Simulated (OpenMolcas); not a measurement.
## OpenMolcas timings: triplet CH6BN

The species is CH6BN (9 atoms), meant as a triplet with charge 0. As SMILES of the parent species, `CBN`. Geometry: relaxed at PBE0-D4/def2-TZVP. That shape belongs to the parent species and isn't relaxed for this state.

```xyz
9

C    -0.6653    0.7577   -0.5903
B     0.4594   -0.2829   -0.2562
N     0.5928   -0.8428    1.0107
H    -1.2919    0.3908   -1.4106
H    -0.2246    1.6922   -0.9543
H    -1.3199    0.9989    0.2523
H     1.2488   -0.6328   -1.0928
H     1.3062   -1.5110    1.2449
H    -0.0168   -0.6164    1.7792
```

Program: OpenMolcas 26.06. Hardware: 1 thread of AMD EPYC 7R43 (Zen 3), shared host, so times are rough. Two-electron integrals are exact unless an approximation is named.

Question: Estimate their order by wall time, quickest first.
A. energy at UHF/3-21G
B. energy at ROMP2/cc-pVDZ, 3 core orbitals frozen
C. energy at UB3LYP/6-31G* (Cartesian functions), grid UltraFine

Answer: A (3.3 s), B (13 s), C (60 s).
